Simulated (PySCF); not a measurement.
# C5H10S: the cost of one run

Computed with PySCF 2.14.0, with density-fitted response routines of our own, on a single molecule in the gas phase. Atoms are numbered from 0 throughout.

## 1. The starting structure

16 atoms, charge 0, multiplicity 1; geometry from: MMFF94s. The atoms were then displaced at random by about 0.03 Å, so the start is not that level's minimum.

Bonds of the start (Å): S0–C1 1.83, C1–C2 1.54, C2–C3 1.41, C3–C4 1.56, C4–C5 1.51, C5–C1 1.51, S0–H6 1.41, C1–H7 1.11, C2–H8 1.12, C2–H9 1.15, C3–H10 1.22, C3–H11 1.08, C4–H12 1.14, C4–H13 1.07, C5–H14 1.10, C5–H15 1.08.

## 2. Optimising the geometry at PBE0-D3(BJ)/def2-SVP

Job settings and geometry (Å):

```
{"job": {"xc": "PBE0", "basis": "def2-SVP", "d3": "d3bj", "grid": 1, "shake": 0.03, "kind": "geom"}, "charge": 0, "multiplicity": 1}
S      2.330860     0.646770    -0.433540
C      1.090450    -0.474740     0.311300
C      0.081770     0.219500     1.252500
C     -0.892840     0.763120     0.394030
C     -0.984260    -0.103730    -0.904380
C      0.156680    -1.067810    -0.718740
H      1.380690     1.528570    -0.990730
H      1.750070    -1.207730     0.812130
H     -0.272590    -0.504420     2.028820
H      0.593270     1.004020     1.918410
H     -1.981800     0.679000     0.948120
H     -0.812590     1.815030     0.180090
H     -2.014500    -0.566470    -1.060860
H     -0.855180     0.569540    -1.721300
H      0.634500    -1.357960    -1.664500
H     -0.238880    -1.976640    -0.284910
```

On the command line:

```
OMP_NUM_THREADS=1 python probes_run.py task.json out
```

One launch serves the whole session: the jobs run in the order shown.

Q: Estimate the wall time and peak memory of this first job on 1 thread of Arm Neoverse V1, shared host.

About 69 s, with a peak of 0.61 GiB.
